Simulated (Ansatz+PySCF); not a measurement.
Two shapes of singlet C₂H₆ in separate pieces.

Shape 1:

```xyz
8

C     0.0000    0.0000    0.0000
H     1.0903    0.0000    0.0000
H    -0.5452    0.9443    0.0000
H    -0.5452   -0.9443    0.0000
C    30.0000    0.0000    0.0000
H    29.8967   -0.9660   -0.4950
H    30.2784    0.8817   -0.5779
H    29.8250    0.0843    1.0729
```

Shape 2:

```xyz
8

C     0.0000    0.0000    0.0000
H     1.0903    0.0000    0.0000
H    -0.5452    0.9443    0.0000
H    -0.5452   -0.9443    0.0000
C    10.0000    0.0000    0.0000
H    11.0903    0.0000    0.0000
H     9.4548    0.9443    0.0000
H     9.4548   -0.9443    0.0000
```

Basis set: cc-pVDZ (spherical functions). Charge 0, multiplicity 1.

Computed with Ansatz (development build ahead of 0.2.0); each method stands on the lowest determinant of its kind that the runs found.

(1) Which shape is lower in energy, and by how much in each method?

Answers

(1)

```
               method  E(2) − E(1) (eV)
                  RHF            -0.476
                  UHF             0.000
    PBE0 (restricted)            -0.119
r²SCAN (unrestricted)             0.000
 ωB97X (unrestricted)             0.000
```

Shape 2 is lower, bar methods that put the two within 0.005 eV. Caution for RHF, PBE0 (restricted): an unrestricted determinant lies well below. Caution for UHF, ωB97X (unrestricted): the unrestricted determinant is a mixture of spin states. Caution for PBE0 (restricted), r²SCAN (unrestricted), ωB97X (unrestricted): charge can spread falsely over distant fragments. Caution for r²SCAN (unrestricted): the unrestricted determinant is spin contaminated.
